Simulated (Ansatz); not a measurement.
Write a Python script for Ansatz 0.2.0 through its Python package that makes an active-space calculation of C₂H₄, SMILES C=C. Settings (for the species named): Hartree-Fock, def2-SVP basis, multiplicity 1.

```json
{"atom": "C", "x (Å)": "-0.0869", "y (Å)": "-0.6368", "z (Å)": "-0.1422"}
{"atom": "C", "x (Å)": "0.0867", "y (Å)": "0.6367", "z (Å)": "0.1422"}
{"atom": "H", "x (Å)": "0.0312", "y (Å)": "-1.4090", "z (Å)": "0.6004"}
{"atom": "H", "x (Å)": "-0.3562", "y (Å)": "-0.9698", "z (Å)": "-1.1312"}
{"atom": "H", "x (Å)": "-0.0293", "y (Å)": "1.4091", "z (Å)": "-0.6006"}
{"atom": "H", "x (Å)": "0.3545", "y (Å)": "0.9698", "z (Å)": "1.1315"}
```

`c2h4.py`:
```python
import ansatz

geometry_ang = [
    ("C", [-0.08688, -0.63679, -0.14222]),
    ("C", [0.08665, 0.63672, 0.14216]),
    ("H", [0.03118, -1.40901, 0.6004]),
    ("H", [-0.35624, -0.96985, -1.13123]),
    ("H", [-0.02925, 1.40908, -0.60062]),
    ("H", [0.35454, 0.96985, 1.13152]),
]
c2h4 = ansatz.Crystal.molecule()
for symbol, xyz in geometry_ang:
    c2h4 = c2h4.atom(symbol, xyz)

model = (
    c2h4.calculation()
    .basis(gaussian="def2-SVP")
    .correlation(active_electrons=6, active_orbitals=6)
)
for method in [None, "sc_nevpt2", "fic_mrcisd_q"]:
    summary = (model if method is None else model.correlation(method)).run(threads=1, pin="off").report
    space = summary["configurations"]
    state = space["states"][0]
    print(method or "casscf", f"total {summary['free_energy_ev'] / 27.211386246:.6f} Ha, active-space state {state['energy']['hartree']:.6f} Ha, mean field {summary['reference_energy_ev'] / 27.211386246:.6f} Ha")
    print("  determinants", state["n_determinants"], " natural occupations", [round(n, 3) for n in space["natural_occupations"]])
print("effectively unpaired electrons, sum of min(n, 2 - n):", round(sum(min(n, 2 - n) for n in space["natural_occupations"]), 3))
```

```console
$ python c2h4.py
casscf total -78.049776 Ha, active-space state -78.049776 Ha, mean field -77.977852 Ha
  determinants 400  natural occupations [1.985, 1.981, 1.931, 0.069, 0.019, 0.016]
RunWarning: the results are in doubt because another end's mean lies 0.162 eV lower, and its corrected mean 0.119 eV higher
sc_nevpt2 total -78.252501 Ha, active-space state -78.043795 Ha, mean field -77.977852 Ha
  determinants 400  natural occupations [1.981, 1.98, 1.922, 0.079, 0.02, 0.017]
fic_mrcisd_q total -78.290207 Ha, active-space state -78.049766 Ha, mean field -77.977852 Ha
  determinants 400  natural occupations [1.985, 1.981, 1.931, 0.069, 0.019, 0.016]
effectively unpaired electrons, sum of min(n, 2 - n): 0.207
```
(Warnings from the package without file and line.)

Caveats:
- Total energies depend on the basis set; only differences at equal settings carry meaning.
- The geometry is a force-field or estimated start, not a minimum of this method, and the basis set is short of its limit. The active space starts as a window about the frontier orbitals and is then optimised, not chosen by chemistry.
- A lower CASSCF solution was found and passed over, so the printed active-space state isn't the lowest.
- Run time: 12 s on 1 thread of Arm Neoverse V1, on a shared host, peak memory 0.18 GiB.

(Lines on the test bed's own set-up are left out of the output.)
